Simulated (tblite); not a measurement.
Compound: COP (charge -1).
Numbering: `[O-:1][C:2]#[P:3]`

Calculated harmonic vibrations of the isolated species, GFN2-xTB (tblite), most abundant isotopes, no scaling. The method is semi-empirical: single wavenumbers can be off by several per cent or more.

Harmonic wavenumbers (cm⁻¹): 391.0, 391.1, 955.6, 2040.4.

B = 5953 MHz (linear); mass 58.969 u (most abundant isotopes); point group C∞v, symmetry number 1.

Problem. What is the zero-point energy?

Solution. ½Σν̃ = 1889 cm⁻¹ = 22.60 kJ/mol.

Problem. What is S at 298.15 K and 1 bar for an ideal gas of classical rigid rotors and harmonic oscillators?

Solution. Translation 159.70, rotation 66.10, vibration 8.81: S = 234.6 J/(mol K).

Problem. And Cp and H(298.15 K) − H(0)?

Solution. Cp = 43.40 J/(mol K), of which vibrations give 14.30 (their classical limit is 4 R = 33.3); H(298.15 K) − H(0) = 10.46 kJ/mol without the zero-point energy, 1.79 from vibrations.

Problem. What must be added to the electronic energy to get the Gibbs energy at 298.15 K and 1 bar?

Solution. ZPE + [H(298.15 K) − H(0)] − T·S = 22.60 + 10.46 − 69.95 = -36.89 kJ/mol.

Problem. Which modes carry the vibrational entropy at 298.15 K?

Solution. 391.0 cm⁻¹: 4.17; 391.1 cm⁻¹: 4.17; 955.6 cm⁻¹: 0.47; 2040.4 cm⁻¹: 0.00 J/(mol K).

Problem. How do the functions run with temperature in this model?

Solution. 
```tsv
T (K)	S (J/(mol K))	Cp (J/(mol K))	H − H(0) (kJ/mol)	G − H(0) (kJ/mol)	ln q(vib)
50	173.8	29.1	1.46	-7.24	0.00
100	194.4	31.0	2.94	-16.50	0.01
373.15	244.7	46.1	13.82	-77.47	0.53
500	258.6	49.5	19.90	-109.42	0.85
750	279.6	53.9	32.87	-176.85	1.47
1000	295.5	56.7	46.73	-248.82	2.03
```

q(vib) and H(0) count from the zero-point level.

Hardware: one thread, Intel Xeon Platinum 8252C at 3.80 GHz (x86_64), shared host. Cost: under 0.1 s of wall time. The figure is for the frequency step alone.
